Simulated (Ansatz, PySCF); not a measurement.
System: C₂H₃F, charge 0, singlet. C2H3F (fluoroethene, SMILES C(=C)F).
B3LYP-D3(BJ)/def2-TZVP minimum from Ansatz (an electronic-structure program):
```xyz
6

C      0.0048     0.4339    -0.0020
C      1.1838    -0.1536     0.0049
F     -1.1460    -0.2672    -0.0028
H     -0.1758     1.5010    -0.0077
H      1.2800    -1.2303     0.0104
H      2.0778     0.4520     0.0052
```

Total energies in hartree (Ansatz). UHF or UKS for unpaired electrons; spin-orbit terms are left out. Correlated methods leave the cores frozen. No relativity. Where a partner has so few electrons that a lower coupled-cluster level is exact, that level stands in.

```tsv
species	HF/cc-pVTZ	CCSD(T)/cc-pVTZ	HF/cc-pVQZ	CCSD(T)/cc-pVQZ	CCSD(T)/cc-pVDZ	CCSDT(Q)/cc-pVDZ
1: C2H3F (fluoroethene, SMILES C=CF)	-176.95362	-177.57071	-176.96725	-177.62568	-177.38740	-177.38921
2: C (triplet)	-37.69157	-37.78076	-37.69331	-37.78654	-37.76038	-37.76071
3: F (doublet)	-99.40552	-99.62036	-99.41377	-99.65026	-99.52757	-99.52776
4: H (doublet)	-0.49981	-0.49981	-0.49995	-0.49995	-0.49928	-0.49928
```

Q: Work out the enthalpy of formation at 298 K (by atomisation, with ideal-gas terms from PySCF's Hessian at B3LYP-D3(BJ)/def2-TZVP and the atoms' measured values of the G2/97 table; no spin-orbit terms) in kJ/mol: take Hartree-Fock from cc-pVQZ, extrapolate the CCSD(T) correlation energy as X^-3 (X = 3, 4), and add CCSDT(Q) - CCSD(T) in cc-pVDZ. The further terms named in the bracket sum to +0.85895 hartree. 1 hartree = 2625.5 kJ/mol.

A: 
Species 1: correlation (64·(-0.65843) - 27·(-0.61709))/37 = -0.68860; step -0.00181; E1 = -176.96725 + (-0.68860) + (-0.00181) = -177.65766
Species 2: correlation (64·(-0.09323) - 27·(-0.08919))/37 = -0.09618; step -0.00033; E2 = -37.69331 + (-0.09618) + (-0.00033) = -37.78982
Species 3: correlation (64·(-0.23649) - 27·(-0.21484))/37 = -0.25229; step -0.00019; E3 = -99.41377 + (-0.25229) + (-0.00019) = -99.66625
Species 4: correlation (64·(0.00000) - 27·(0.00000))/37 = 0.00000; step +0.00000; E4 = -0.49995 + (0.00000) + (+0.00000) = -0.49995
+1·E1 -2·E2 -1·E3 -3·E4 +0.85895 = -0.05297 hartree = -139.1 kJ/mol. Measured: -34.1 kcal/mol, -142.5 kJ/mol (Active Thermochemical Tables 1.112 (ions: stationary electron), as tabulated in the package chemicals); atomic spin-orbit terms, which the calculations lack, would raise the computed values. The composite differs from it by +3.4 kJ/mol; core, relativistic and spin-orbit terms are not in it.
